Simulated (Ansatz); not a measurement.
Basis-set extrapolation for `O=[O+]` radical (PBE0-D4/def2-TZVP geometry, frozen core, Ansatz 0.2.0). Multiplicity 2, UHF reference.

```json
{"": "HF", "cc-pV(T+d)Z": "-149.236518", "cc-pV(Q+d)Z": "-149.248900"}
{"": "MP2 correlation", "cc-pV(T+d)Z": "-0.401876", "cc-pV(Q+d)Z": "-0.431738"}
{"": "CCSD(T) correlation", "cc-pV(T+d)Z": "-0.453736", "cc-pV(Q+d)Z": "-0.482668"}
```

Energies in hartree. Use E(X) = E(∞) + A·exp(−5.46·√X) for Hartree–Fock and E(X) = E(∞) + B·X^(−3.05) for correlation, with X = 3 and 4.

Question: What is the CCSD(T) energy at the basis-set limit?

Answer: HF limit: -149.248900 + (-0.012382) × 0.30130 = -149.25263. Correlation limit: -0.482668 + (-0.028932) × 0.71189 = -0.50326. Total: -149.75589 hartree, 172.3 kJ/mol below CCSD(T)/cc-pV(T+d)Z.

The UHF reference is spin-contaminated (⟨S²⟩ = 1.05, T1 = 0.070).
